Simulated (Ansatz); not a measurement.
bcc Nb was calculated with BLYP (PAW; Ansatz, a first-principles code).

Run with plane-wave cutoff 520 eV, 24×24×24 k mesh, Fermi–Dirac smearing 0.05 eV, no spin polarisation, scalar-relativistic PAW data made under PBE.

Pressure at four volumes; x = ln(V/18.826 Å³). One pressure is withheld.

```csv
V (Å³/atom),x,P (GPa)
17.696,-0.0619,10.88
18.826,0.0000,-0.02
19.579,0.0392,-5.70
19.955,0.0582,?
```

Problem. Pass a parabola P(x) through the three rows shown, estimate the bulk modulus and its pressure derivative near zero pressure, and predict the withheld pressure.

Solution. Slopes between the rows: (-0.02 − (10.88))/(0.0000 − (-0.0619)) = -176.09 and (-5.70 − (-0.02))/(0.0392 − (0.0000)) = -144.90 GPa. Their difference over the span 0.1011 is c = 31.19/0.1011 = 308.5 GPa, so P(x) = 10.88 + (-176.09)(x − (-0.0619)) + 308.5 (x − (-0.0619))(x − (0.0000)). At the middle row B = −dP/dx = −[-176.09 + 308.5 × 0.0619] = 157.0 GPa, and B′ = dB/dP = 2c/B = 3.9. At x = 0.0582 the parabola gives -8.11 GPa; the run gives -8.14 GPa. The Birch–Murnaghan fit to the energies at all volumes has B0 = 156 GPa and B′ = 3.9.

Measured, for comparison: bulk modulus 173 GPa (0 K value with the zero-point phonon effect removed; as tabulated in Mejia-Rodriguez and Trickey (2018), arXiv:1807.09216). Computed (rounded) less measured: bulk modulus -10 %.
